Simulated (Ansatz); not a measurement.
in.yaml

```yaml
crystal:
  periodic: [false, false, false]
  atoms:
    - {symbol: Ge, position_ang: [0.000000, 0.000000, 0.352190]}
    - {symbol: B, position_ang: [0.000000, 0.000000, -2.097810]}
    - {symbol: H, position_ang: [0.000000, 1.255258, 1.236837]}
    - {symbol: H, position_ang: [0.000000, -1.255258, 1.236837]}
    - {symbol: H, position_ang: [0.000000, 1.042369, -2.677219]}
    - {symbol: H, position_ang: [0.000000, -1.042369, -2.677219]}
basis:
  gaussian: {orbitals: cc-pVDZ}
magnetization: {spin_polarized: false, initial_magnetization: 1}
correlation: {method: ccsdt_q, electrons: outside_noble_gas}
```

```sh
$ ansatz run in.yaml --threads 1 --pin off --events-out ev --progress --plain --max-ram 2393MiB
```

Log:

```
1186 factors; integrals over basis functions are off by at most 1.9e-7 eV
mean field evaluation 1: about -57204.0269 eV, gradient 1.2e1 eV
mean field evaluation 2: about -57204.0483 eV, gradient 1.2e1 eV
mean field evaluation 4: about -57205.1044 eV, gradient 1.5e0 eV
mean field evaluation 8: about -57205.1451 eV, gradient 2.9e-1 eV
mean field evaluation 16: about -57204.9376 eV, gradient 4.6e0 eV
mean field evaluation 32: about -57205.1402 eV, gradient 1.0e0 eV
mean field evaluation 64: about -57202.2049 eV, gradient 3.0e-2 eV
mean field evaluation 96: about -57193.9114 eV, gradient 1.8e1 eV
mean field evaluation 128: about -57201.7785 eV, gradient 1.1e-2 eV
mean field -57205.14753543 eV, -2102.2503968855 hartree, gradient 1.5e-6 eV, S^2 0.750000; 5 other end points of the search recorded, 0 dependent functions left out
mean field evaluation 160: about -57203.5722 eV, gradient 3.5e0 eV
determinant -57205.14753543 eV, -2102.2503968855 hartree, with singles and doubles -57210.93457277 eV, -2102.4630665852 hartree
determinant -57202.20488469 eV, -2102.1422564653 hartree, with singles and doubles -57208.37907021 eV, -2102.3691535982 hartree
determinant -57201.77851787 eV, -2102.1265877736 hartree, with singles and doubles -57207.72441150 eV, -2102.3450953344 hartree
15 core orbitals not correlated: weight in the atoms' cores, before any rotation towards them, 0.999 or more for the frozen orbitals, at most 0.000 for the correlated occupied ones
reference -57205.14753543 eV, -2102.2503968855 hartree; 6, 5 occupied and 40, 41 virtual orbitals, 1186 factors
second order -4.61243899 eV of doubles, -0.04694154 eV of singles
cycle   1  -5.46660811 eV  change   -8.1e-1 eV  update   8.4e-2
cycle   2  -5.88066954 eV  change   -4.1e-1 eV  update   3.7e-2
cycle   3  -5.98855550 eV  change   -1.1e-1 eV  update   2.2e-2
cycle   4  -5.98749918 eV  change    1.1e-3 eV  update   1.1e-2
cycle   5  -5.99535975 eV  change   -7.9e-3 eV  update   6.6e-3
cycle   6  -5.99430012 eV  change    1.1e-3 eV  update   3.5e-3
cycle   7  -5.99377076 eV  change    5.3e-4 eV  update   1.4e-3
cycle   8  -5.99495853 eV  change   -1.2e-3 eV  update   6.8e-4
cycle   9  -5.99514678 eV  change   -1.9e-4 eV  update   2.9e-4
cycle  10  -5.99471549 eV  change    4.3e-4 eV  update   1.5e-4
cycle  11  -5.99471928 eV  change   -3.8e-6 eV  update   8.3e-5
cycle  12  -5.99477659 eV  change   -5.7e-5 eV  update   3.8e-5
cycle  13  -5.99482116 eV  change   -4.5e-5 eV  update   2.2e-5
cycle  14  -5.99483867 eV  change   -1.8e-5 eV  update   1.0e-5
cycle  15  -5.99483073 eV  change    7.9e-6 eV  update   4.8e-6
cycle  16  -5.99482378 eV  change    7.0e-6 eV  update   2.3e-6
cycle  17  -5.99482290 eV  change    8.8e-7 eV  update   9.6e-7
perturbative correction -0.00735285 eV, -0.0002702121 hartree
Total energy: -57211.14971118 eV, -2102.4709727758 hartree
```

Ran on 1 thread of Arm Neoverse V1, shared host: 81 s wall, 0.95 GiB peak host memory.
